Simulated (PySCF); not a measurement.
Species, as SMILES: O(F)F.
Geometry (B3LYP-D3(BJ)/def2-TZVP, fixed):
```
O
F 1 1.4020
F 1 1.4020 2 103.99
```
Charge 0, spin multiplicity 1.

Basis-set convergence of the lowest singlet excitation energy at PBE with PySCF. Tamm-Dancoff approximation; the state is taken by its order, and sets in which it differs in degeneracy or brightness are left out, yet its character can still change. All functions are spherical. Density fitting with generated auxiliary sets. No added dispersion term, no relativity. Reference: the value in d-aug-cc-pVTZ, 4.146 eV, itself unsure by roughly 0.003 eV (its mean distance from aug-cc-pVQZ, aug-pcseg-2, aug-cc-pVTZ).

```json
[
 {"basis": "3-21G", "functions": "27", "lowest singlet excitation energy (eV)": "4.015"},
 {"basis": "pcseg-0", "functions": "27", "lowest singlet excitation energy (eV)": "3.982"},
 {"basis": "6-31G**", "functions": "42", "lowest singlet excitation energy (eV)": "4.223"},
 {"basis": "cc-pVDZ", "functions": "42", "lowest singlet excitation energy (eV)": "4.146"},
 {"basis": "aug-pcseg-1", "functions": "69", "lowest singlet excitation energy (eV)": "?"},
 {"basis": "def2-TZVPP", "functions": "93", "lowest singlet excitation energy (eV)": "4.178"},
 {"basis": "d-aug-cc-pVDZ", "functions": "96", "lowest singlet excitation energy (eV)": "?"},
 {"basis": "6-311++G(3df,3pd)", "functions": "117", "lowest singlet excitation energy (eV)": "?"},
 {"basis": "def2-QZVPP", "functions": "171", "lowest singlet excitation energy (eV)": "?"}
]
```

**Question.** Some entries are withheld; supply them.

**Answer.** 
- aug-pcseg-1, lowest singlet excitation energy (eV): 4.051
- d-aug-cc-pVDZ, lowest singlet excitation energy (eV): 4.064
- 6-311++G(3df,3pd), lowest singlet excitation energy (eV): 4.137
- def2-QZVPP, lowest singlet excitation energy (eV): 4.163
